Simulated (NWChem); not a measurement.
**SiH2F2 (SiF2H2) at PKZB/6-311G (density fitting with weigend coulomb fitting)**

What is the energy difference between two shapes of SiH2F2 (SiF2H2) at PKZB/6-311G (density fitting with weigend coulomb fitting)? 

Program for the calculation: NWChem 7.3.0.

2 further runs of the same task are left out: 1 that didn't finish, 1 set aside as unsound or not needed.

## Step 1: The system as given

SiH2F2 has 5 atoms, charge 0, and is taken as a singlet. As SMILES, `[H][Si]([H])(F)F`. Geometry: relaxed at GFN2-xTB.

Bond lengths: Si1–F2 1.594 Å, Si1–F3 1.594 Å, Si1–H4 1.443 Å, Si1–H5 1.443 Å. Angles: F2–Si1–F3 103.0°, F2–Si1–H4 107.9°, F2–Si1–H5 107.9°, F3–Si1–H4 107.9°, F3–Si1–H5 107.9°, H4–Si1–H5 120.8°.

## Step 2: Energy and forces at PKZB/6-311G (density fitting with weigend coulomb fitting)

The input, input.nw:

```
start input
memory stack 880 mb heap 220 mb global 1100 mb

geometry
 zmatrix
   Si
   F 1 r2
   F 1 r3 2 a3
   H 1 r4 3 a4 2 d4
   H 1 r5 4 a5 2 d5
 variables
   r2 1.594086
   r3 1.593871
   a3 102.98884
   r4 1.442356
   a4 107.94831
   d4 113.95169
   r5 1.442934
   a5 120.75254
   d5 124.58347
 end
end

basis "ao basis" spherical bse
 * library 6-311G
end

basis "cd basis" spherical
 * library "weigend coulomb fitting"
end

dft
 xc xpkzb99 cpkzb99
 grid medium
 convergence energy 1e-08
 direct
end

task dft gradient
```

Launch:

```sh
$ nwchem input.nw > input.out
```

The log of the run:

```text
[...]
 Group name             C2v
[...]
          Wavefunction type:  closed shell.
          No. of atoms     :     5
          No. of electrons :    34
[...]
          Charge           :     0
          Spin multiplicity:     1
[...]
          AO basis - number of functions:    53
[...]
              XC Information
              --------------
                  PKZB metaGGA Exchange Functional  1.000
             PKZB99 metaGGA Correlation Functional  1.000
[...]
 d= 0,ls=0.0,diis     1   -489.6203037859 -6.09D+02  3.11D-02  1.09D+00     0.3
[...]
 d= 0,ls=0.0,diis     8   -489.7203768773  8.13D-10  1.17D-06  1.85D-08     1.4
         Total DFT energy =     -489.720376877301
      One electron energy =     -917.491136381882
           Coulomb energy =      350.664688451996
    Exchange-Corr. energy =      -41.970642520496
 Nuclear repulsion energy =      119.076713573081
[...]
  wavefunction    = closed shell
[...]
                         DFT ENERGY GRADIENTS
    atom               coordinates                        gradient
                 x          y          z           x          y          z
   1 Si      0.000000   0.000000  -0.913568    0.000000   0.000000   0.047078
   2 F      -2.357176   0.000000   0.961790    0.060706   0.000000  -0.039101
   3 F       2.357176   0.000000   0.961790   -0.060706   0.000000  -0.039101
   4 H       0.000000   2.369862  -2.261134    0.000000  -0.015518   0.015562
   5 H       0.000000  -2.369862  -2.261134    0.000000   0.015518   0.015562
[...]
```

Wall time 2.3 s (1 thread of AMD EPYC 7B13 (Zen 3), shared host); peak memory 0.11 GiB.

## Step 3: The distorted shape

The input, input.nw:

```
start input
title "F2H2Si PKZB"
memory total 2200 mb
charge 0
geometry units angstrom
  zmatrix
    Si
    F 1 r2
    F 1 r3 2 a3
    H 1 r4 3 a4 2 d4
    H 1 r5 4 a5 2 d5
  variables
    r2 1.694078
    r3 1.54323
    a3 104.5173
    r4 1.508389
    a4 111.08526
    d4 107.07503
    r5 1.442548
    a5 117.6187
    d5 111.26581
  end
end
basis "ao basis" spherical bse
  * library 6-311G
end
basis "cd basis" spherical
  * library "weigend coulomb fitting"
end
dft
  xc xpkzb99 cpkzb99
  grid medium
  convergence energy 1e-08
  direct
end
task dft gradient
```

Launch:

```sh
$ nwchem input.nw > input.out
```

The log of the run:

```text
[...]
          Wavefunction type:  closed shell.
          No. of atoms     :     5
          No. of electrons :    34
[...]
          Charge           :     0
          Spin multiplicity:     1
[...]
          AO basis - number of functions:    53
[...]
              XC Information
              --------------
                  PKZB metaGGA Exchange Functional  1.000
             PKZB99 metaGGA Correlation Functional  1.000
[...]
 d= 0,ls=0.0,diis     1   -489.6115383769 -6.07D+02  3.28D-02  1.11D+00     0.6
[...]
 d= 0,ls=0.0,diis    10   -489.7168889324 -3.48D-10  5.60D-07  4.35D-09     3.4
         Total DFT energy =     -489.716888932380
      One electron energy =     -913.705022406128
           Coulomb energy =      348.744010869661
    Exchange-Corr. energy =      -41.938035253481
 Nuclear repulsion energy =      117.182157857569
[...]
  wavefunction    = closed shell
                         DFT ENERGY GRADIENTS
    atom               coordinates                        gradient
                 x          y          z           x          y          z
   1 Si     -0.902263   0.139175  -0.010771    0.056371   0.099752  -0.028682
   2 F       0.889648  -2.513682  -0.007991   -0.005840   0.008246   0.003464
   3 F       1.028026   2.325193  -0.008327   -0.068107  -0.091348   0.004411
   4 H      -2.169922  -0.112336   2.529859    0.004750  -0.008827   0.003538
   5 H      -2.457465  -0.139713  -2.232202    0.012826  -0.007822   0.017269
[...]
```

Run time: 4.8 s. Hardware: 1 thread of AMD EPYC 7B13 (Zen 3), shared host; peak memory 0.11 GiB.

## Step 4: Results

At PKZB/6-311G (density fitting with weigend coulomb fitting):

| quantity | value |
| --- | --- |
| first shape: total energy | -489.72038 Eh |
| first shape: dipole moment | 2.62 D |
| first shape: HOMO energy | -8.54 eV |
| first shape: LUMO energy | -0.39 eV |
| first shape: HOMO–LUMO gap | 8.15 eV |
| first shape: largest force on an atom | 3.713 eV/Å |
| distorted shape: total energy | -489.71689 Eh |
| distorted shape: dipole moment | 2.74 D |
| distorted shape: HOMO energy | -8.22 eV |
| distorted shape: LUMO energy | -0.75 eV |
| distorted shape: HOMO–LUMO gap | 7.47 eV |
| distorted shape: largest force on an atom | 6.074 eV/Å |
| energy change with the atoms displaced | 0.095 eV |

With the atoms displaced the energy rises by 0.09 eV (9.2 kJ/mol). The first shape isn't relaxed at this level, so the change isn't measured from a minimum. The largest force (first shape) is 3.71 eV/Å: the shape isn't a stationary point for this species at this level.
